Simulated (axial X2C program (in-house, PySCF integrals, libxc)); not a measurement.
Photoelectron levels of Mg₂ by EOM-IP-CCSD

Calculated with an in-house all-electron X2C program for linear molecules (integrals from PySCF): two-component X2C with atomic mean-field Coulomb and Gaunt terms, Gaussian nuclei, basis Mg dyall-cv3z with contracted cores.

R = 3.610 Å (near the PBE0 minimum at charge 0 of the determinant lowest at the starting distance; the state shown can have its own minimum elsewhere).

Hartree–Fock spinors of Mg₂ (one of each Kramers pair; a window near the gap, which can cut inner shells):

| ω | occupied | ε (eV) | character |
| --- | --- | --- | --- |
| 1/2 | yes | -7.95 | 93% Mg s, 6% Mg p |
| 1/2 | yes | -6.01 | 80% Mg s, 18% Mg p |
| 1/2 | no | 0.51 | 100% Mg p |
| 3/2 | no | 0.51 | 100% Mg p |
| 1/2 | no | 0.61 | 87% Mg p, 13% Mg s |
| 1/2 | no | 1.40 | 98% Mg p |
| 3/2 | no | 1.40 | 98% Mg p |
| 1/2 | no | 1.67 | 82% Mg p, 13% Mg s, 5% Mg d |

Vertical ionisation energies of Mg₂ to the states of Mg₂⁺:

```csv
Ω of Mg₂⁺,vertical IE (eV),above lowest (cm⁻¹),ionised spinor,one-hole weight
1/2,6.483,0,"80% Mg sσ, 18% Mg pσ",0.95
1/2,7.932,11691,92% Mg sσ,0.80
```

**Question.** How far does the lowest EOM-IP-CCSD energy lie from the Koopmans value −ε of the highest filled spinor?

**Answer.** 6.483 eV against 6.01 eV, a shift of 0.47 eV: relaxation of the final state lowers the energy and the loss of correlation raises it.

This point took 0.84 s on 1 thread of Arm Neoverse V2 (shared host).

Reference electrons by ω block (each with its −ω partner): 1/2: 10, 3/2: 2. 4 electrons of Mg₂ correlated (inner shells frozen), 94 natural virtual spinors (a truncated set); levels can be off by some tenths of an eV. Roots sought by Ω: (1/2: 4, 3/2: 3, 5/2: 1); the list ends where they run out and leaves out roots under 60 % one-particle weight. The solver can skip a root, and states that need a further excitation, which the method places far too high, are missing though they may lie low or lowest. T1 of the reference 0.015 (Lee–Taylor). Number of frozen shells: Mg 2 s, 1 p. g and u states are not told apart.
